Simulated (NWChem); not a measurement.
The numbers come from NWChem runs, not from measurements. System: CH, charge 0, spin multiplicity 2, at a geometry optimised with UPBE0/def2-SVP. The structure started from a generated list of species. Its SCF solution wasn't tested for a lower state. Level: G0W0@ULDA (SVWN5)/def2-TZVP, RI basis def2-tzvp-rifit.

Part of the output:

```
             Northwest Computational Chemistry Package (NWChem) 7.3.0
             --------------------------------------------------------

                                NWChem Input Module
                                -------------------

 Scaling coordinates for geometry "geometry" by  1.889725989
 (inverse scale =  0.529177249)

 Turning off AUTOSYM since
 SYMMETRY directive was detected!

                             Geometry "geometry" -> ""
                             -------------------------

 Output coordinates in angstroms (scale by  1.889725989 to convert to a.u.)

  No.       Tag          Charge          X              Y              Z
 ---- ---------------- ---------- -------------- -------------- --------------
    1 C                    6.0000     0.00000000     0.00000000     0.16203700
    2 H                    1.0000     0.00000000     0.00000000    -0.97222400

 Effective nuclear repulsion energy (a.u.)       2.7992353559

            Nuclear Dipole moment (a.u.)
            ----------------------------
        X                 Y               Z
 ---------------- ---------------- ----------------
     0.0000000000     0.0000000000    -0.0000037795

      Symmetry information
      --------------------

 Group name             C2v
 Group number             16
 Group order               4
 No. of unique centers     2

      Symmetry unique atoms

     1    2


 Summary of "ao basis" -> "" (spherical)
 ------------------------------------------------------------------------------
       Tag                 Description            Shells   Functions and Types
 ---------------- ------------------------------  ------  ---------------------
 *                         def2-tzvp                  on all atoms

 new library libraries.bse/

 Summary of "ri basis" -> "" (spherical)
 ------------------------------------------------------------------------------
       Tag                 Description            Shells   Functions and Types
 ---------------- ------------------------------  ------  ---------------------
 *                      def2-tzvp-rifit               on all atoms

                                 NWChem DFT Module
                                 -----------------

 Summary of "ao basis" -> "ao basis" (spherical)
 ------------------------------------------------------------------------------
       Tag                 Description            Shells   Functions and Types
 ---------------- ------------------------------  ------  ---------------------
[...]
      <S2> =      0.7520 (Exact =     0.7500)

 center of mass
 --------------
 x =   0.00000000 y =   0.00000000 z =   0.14013511

 moments of inertia (a.u.)
 ------------------
           4.271548666514           0.000000000000           0.000000000000
           0.000000000000           4.271548666514           0.000000000000
           0.000000000000           0.000000000000           0.000000000000

     Multipole analysis of the density
     ---------------------------------

     L   x y z        total         alpha         beta         nuclear
     -   - - -        -----         -----         ----         -------
     0   0 0 0     -0.000000     -4.000000     -3.000000      7.000000

     1   1 0 0      0.000000      0.000000     -0.000000      0.000000
     1   0 1 0     -0.000000     -0.000000     -0.000000      0.000000
     1   0 0 1     -0.593606     -0.418369     -0.175233     -0.000004

     2   2 0 0     -4.369228     -2.549247     -1.819980      0.000000
     2   1 1 0      0.000000      0.000000     -0.000000      0.000000
     2   1 0 1      0.000000      0.000000     -0.000000      0.000000
     2   0 2 0     -5.909989     -4.172960     -1.737029      0.000000
     2   0 1 1      0.000000     -0.000000      0.000000      0.000000
     2   0 0 2     -5.827309     -5.205701     -4.559618      3.938011

 Task  times  cpu:        1.4s     wall:        1.4s

                                NWChem Input Module
                                -------------------

                                 NWChem GW Module
                                 ----------------

                             ***********************
                             ***        GW       ***
                             ***********************

 Summary of "ri basis" -> "ri basis" (spherical)
 ------------------------------------------------------------------------------
       Tag                 Description            Shells   Functions and Types
 ---------------- ------------------------------  ------  ---------------------
 C                      def2-tzvp-rifit             22       76   8s6p4d3f1g
 H                      def2-tzvp-rifit              7       15   4s2p1d

                 Memory Information
                 ------------------
          Available GA per process is          1700.0 MBs
          Available stack per process is        700.0 MBs
          Available heap per process is           0.0 MBs

          Peak memory in Initialization
              Peak GA per process is                  0.4 MBs
              Peak stack per process is               0.0 MBs
              Peak heap per process is                0.4 MBs
              Memory not in MA per process            0.0 MBs

          Peak memory in AFF Calculation
              Peak GA per process is                  0.9 MBs
              Peak stack per process is               0.4 MBs
              Peak heap per process is                0.0 MBs
              Memory not in MA per process            0.4 MBs

          Computing 2-center integrals
          Computing Inverse Cholesky factor
          Computing 3-center integrals
          Computing V_xc ...

          Computing Sigma_x
          Computing RPA polarizability
          Solving quasiparticle equations

                  Alpha Orbitals
          State     Energy (eV)     Error (eV)
          -----------------------------------
@GW         1       -280.898           0.005
@GW         2        -22.047           0.004
@GW         3        -12.185           0.002
@GW         4         -9.749           0.003
@GW         5         -1.285           0.003
@GW         6          4.129           0.002

                   Beta Orbitals
          State     Energy (eV)     Error (eV)
          -----------------------------------
@GW         1       -281.740           0.000
@GW         2        -19.445           0.004
@GW         3        -11.301           0.003
@GW         4         -0.672           0.004
@GW         5          0.265           0.003

   Applying   4.4541 eV scissor-shift to rest of hole states

   Applying   4.3323 eV scissor-shift to rest of hole states

     GW Timing Statistics
   ------------------------
   Init.   :          0.1s
     ERIs  :          0.1s
     Distr.:          0.0s
     Vxc   :          0.0s
   Sigma_x :          0.0s
   RPA     :          0.0s
   Wmn     :          0.0s
   Sigma_c :          0.0s
   GW total:          0.2s

 Task  times  cpu:        0.2s     wall:        0.2s

 Total times  cpu:        1.6s     wall:        1.6s
```

### Question
Write an NWChem input that would produce this output.

### Answer
One answer among several that fit: 
```
start mol
memory heap 200 mb stack 700 mb global 1700 mb
geometry units angstroms nocenter noautoz
  C      0.000000     0.000000     0.162037
  H      0.000000     0.000000    -0.972224
  symmetry group C2v
end
basis spherical
  * library def2-tzvp
end
basis "ri basis" bse spherical
  * library def2-tzvp-rifit
end
dft
  xc slater vwn_5
  odft
  mult 2
  iterations 100
  direct
  tolerances tight
end
task dft energy
gw
  states alpha occ 4 vir 2
  states beta occ 4 vir 2
end
task dft gw
```
